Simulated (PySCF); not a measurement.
Species: CS2.
Cartesian coordinates in Å at the PBE0-D3(BJ)/def2-SVP level; atoms count from 1:
```
atom  x, y, z in Å
S1    -1.4411    0.3897    0.0040
C2     0.0798    0.0616   -0.0066
S3     1.6005   -0.2668   -0.0173
```

Level of theory: PBE0-D3(BJ)/def2-SVP geometry optimisation, gas phase (PySCF).

Take the most abundant isotopes and a rigid rotor. 

Task: What are the moment of inertia and the rotational constant?

Result: I = 154.787 u·Å², B = 505379 MHz·u·Å²/I = 3265 MHz (0.1089 cm⁻¹, or 0.157 K as hB/k).

Task: List the first levels of a rigid rotor in a Σ state.

Result: E(J) = BJ(J+1): J = 1: 0.218, J = 2: 0.653, J = 3: 1.307, J = 4: 2.178, J = 5: 3.267, J = 6: 4.574 cm⁻¹. The exchanged nuclei have no spin, so only every second level exists.

Task: Has it a pure rotational spectrum?

Result: Not by electric dipole: D∞h allows no dipole (computed 0.00 D). Rotational Raman lines (ΔJ = 2) lie at B(4J + 6), spaced by 8B = 0.871 cm⁻¹ as every second level is missing.

Task: Estimate the classical rotational partition function at 100 K, 298.15 K and 500 K.

Result: Point group D∞h, symmetry number σ = 2; q = kT/(σhB), k/h = 20836.6 MHz/K: 319 at 100 K, 951 at 298.15 K, 1600 at 500 K.

No PBE0-D3(BJ)/def2-SVP frequencies stand behind this structure, so it isn't proved a minimum. Constants of a rigid frame at the computed geometry: no zero-point averaging, no centrifugal distortion.

On an Intel Xeon 6975P-C with one thread, on a shared host, this took 1.9 s wall and 0.27 GiB of memory at its peak. These figures are those of the optimisation.
